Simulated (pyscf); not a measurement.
# Rearrangement: H₂O₂STi (SMILES [OH][TiH]1[O][S]1) -> O=Ti(OH)–SH (SMILES [O]=[Ti]([OH])[SH])

Gas phase, singlet surface, charge 0. Bonds broken: O1–S4, Ti2–H5. Bonds formed: S4–H5. Optimised with ωB97X-D3(BJ)/def2-SVP in PySCF. Correlated levels are frozen-core, on RHF or UHF. ΔMP2 is the change of the MP2 total energy from the triple- to the quadruple-zeta basis.

Transition state (Å):

```xyz
6

O      1.9957     0.7638     0.1443
Ti     0.4140     0.6613    -0.4199
O     -0.8536     0.9523     0.8066
S      1.2323    -1.3044    -0.6799
H     -0.1435    -0.0633    -2.0115
H     -0.8632     1.0998     1.7574
```

One imaginary mode, 1143i cm⁻¹; descent along it reached the two sides named.

| bond | change | reactant side (Å) | saddle | product side |
|---|---|---|---|---|
| O1–S4 | breaks | 1.738 | 2.354 | 3.3 |
| Ti2–H5 | breaks | 1.698 | 1.836 | 2.7 |
| S4–H5 | forms | 3.4 | 2.282 | 1.352 |

Electronic energies relative to the reactant's lowest minimum found (eV):

```json
[
 {"level": "ωB97X-D3(BJ)/def2-TZVP", "barrier": "2.34", "reaction energy": "-2.07", "reverse barrier": "4.41"},
 {"level": "PBE/def2-TZVP", "barrier": "1.85", "reaction energy": "-1.96", "reverse barrier": "3.81"},
 {"level": "r²SCAN/def2-TZVP", "barrier": "2.05", "reaction energy": "-2.01", "reverse barrier": "4.06"},
 {"level": "B3LYP-D3(BJ)/def2-TZVP", "barrier": "2.04", "reaction energy": "-1.98", "reverse barrier": "4.03"},
 {"level": "PBE0-D3(BJ)/def2-TZVP", "barrier": "2.20", "reaction energy": "-2.02", "reverse barrier": "4.22"},
 {"level": "M06-2X/def2-TZVP", "barrier": "2.40", "reaction energy": "-1.96", "reverse barrier": "4.36"},
 {"level": "ωB97M-D3(BJ)/def2-TZVP", "barrier": "2.27", "reaction energy": "-2.02", "reverse barrier": "4.30"},
 {"level": "HF/def2-TZVP", "barrier": "2.85", "reaction energy": "-1.99", "reverse barrier": "4.84"},
 {"level": "MP2/def2-QZVPP", "barrier": "2.03", "reaction energy": "-2.55", "reverse barrier": "4.57"},
 {"level": "CCSD/def2-TZVPP", "barrier": "2.25", "reaction energy": "-2.14", "reverse barrier": "4.39"},
 {"level": "CCSD(T)/def2-TZVPP", "barrier": "1.99", "reaction energy": "-2.16", "reverse barrier": "4.14"},
 {"level": "CCSD(T)/def2-TZVPP + ΔMP2(QZVPP)", "barrier": "1.99", "reaction energy": "-2.08", "reverse barrier": "4.07"}
]
```

With CCSD(T)/def2-TZVPP + ΔMP2(QZVPP) energies and thermal terms (ideal gas, 1 atm, RRHO with modes under 100 cm⁻¹ raised to 100, one conformer, R ln 2 for chiral ones without a mode under 150 cm⁻¹), in eV:

```json
[
 {"T (K)": "298", "ΔH‡": "1.92", "ΔG‡": "1.92", "ΔH": "-2.02", "ΔG": "-2.05"},
 {"T (K)": "600", "ΔH‡": "1.91", "ΔG‡": "1.92", "ΔH": "-2.02", "ΔG": "-2.08"},
 {"T (K)": "900", "ΔH‡": "1.89", "ΔG‡": "1.94", "ΔH": "-2.02", "ΔG": "-2.12"},
 {"T (K)": "1200", "ΔH‡": "1.87", "ΔG‡": "1.95", "ΔH": "-2.03", "ΔG": "-2.15"}
]
```

One saddle was located; it need not be the lowest between these sides. A restricted solution here is unstable towards spin polarisation, so biradical character is likely and single-reference numbers are less safe. The CCSD(T) − MP2 part came from Ansatz, without density fitting, on the same reference. The frozen core leaves the outer d or s,p core shells of the metals and heavy elements correlated in the MP2 and CC values, and def2-TZVPP describes them poorly, which can shift differences by a few kcal/mol.
